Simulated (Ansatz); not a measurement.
We consider 1T (CdI2-type) PtS2, described by PBE (Ansatz, an electronic-structure program, PAW).

Rigid layers of the crystal as relaxed at this level are moved apart or together:

```
run   k mesh  layer repeat (Å)  energy against free layers (meV/Å²)  gap on the mesh (eV)
---  -------  ----------------  -----------------------------------  --------------------
1    12×12×8              4.74                                11.37                 0.000
2    12×12×8              4.89                                 8.02                 0.381
3    12×12×8              5.04                                 5.54                 0.608
4    12×12×6              5.24                                 3.18                 0.760
5    12×12×6              5.54                                 1.03                 0.981
6    12×12×6              6.04                                -0.41                 1.305
7    12×12×6              7.04                                -0.51                 1.596
8    12×12×4              9.04                                -0.05                 1.748
```

The lowest energy of these points lies at a layer repeat of 7.04 Å.

Spin–orbit coupling is not included.

Note: the cell comes from a level without a dispersion term, which matters for the spacing of layers, chains or molecules.
